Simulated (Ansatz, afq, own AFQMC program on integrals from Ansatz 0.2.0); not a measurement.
AlNH3, quartet in cc-pVTZ, levels against CCSDT(Q)

```xyz
5

Al   -0.9712    0.0000    0.0000
H    -1.7642    1.3734    0.0000
H    -1.7642   -1.3734    0.0000
H     0.9038    0.0000    0.0000
N     2.0598    0.0000    0.0000
```

Connectivity, by distances: AlH2 ··· N, 1 bridging H.

Basis cc-pVTZ. Noble-gas cores (and the filled d shells of Ga–Kr and In–Xe) are frozen. AFQMC by an in-house program on the Cholesky factors that Ansatz 0.2.0 writes for its CCSD(T) run. The CISD trial takes its coefficients from CCSD amplitudes. Released means that phaseless walkers are propagated on without the constraint, phases kept. Error bars are statistical, one sigma.

Determinant: UHF, the one that the program's search chose, which needn't be the lowest solution. The geometry is a point of a scan.

No full CI on the walks' own integrals is used here; CCSDT(Q) serves as the reference and is uncertain by about the last step of the cluster series.

Cautions: lower spins were not checked.

The T1 diagnostic is 0.0167. The weight of the determinant in the CISD state is 0.887. The ⟨S²⟩ of the determinant is 3.790. The size of the correlated space is 11 electrons in 100 orbitals.

Reference: CCSDT(Q), correlation energy -7.131 eV. The released energy is read at 2.40 1/Eh (meV from the phaseless value at times in 1/Eh: -3 ± 5 at 0.24, -14 ± 5 at 0.51, -25 ± 4 at 0.99, -20 ± 5 at 1.62, -32 ± 11 at 2.40).

```csv
level,E − E(reference) (meV),share of correlation (%)
HF,7130.8,0.00
MP2,1300.6,81.76
CCSD,223.5,96.87
CCSD(T),38.2,99.46
CCSDT,6.9,99.90
ph-AFQMC/CISD,18.6 ± 5.3,99.74
released AFQMC,-13.6 ± 10.6,100.19
```

A walk keeps the symmetry of its determinant, which the program's search chose and which needn't be the lowest solution, so a lower state of the same spin and another symmetry isn't excluded. Released energies are given only where the last usable release times agree within the noise; a slower fall can still hide under it.
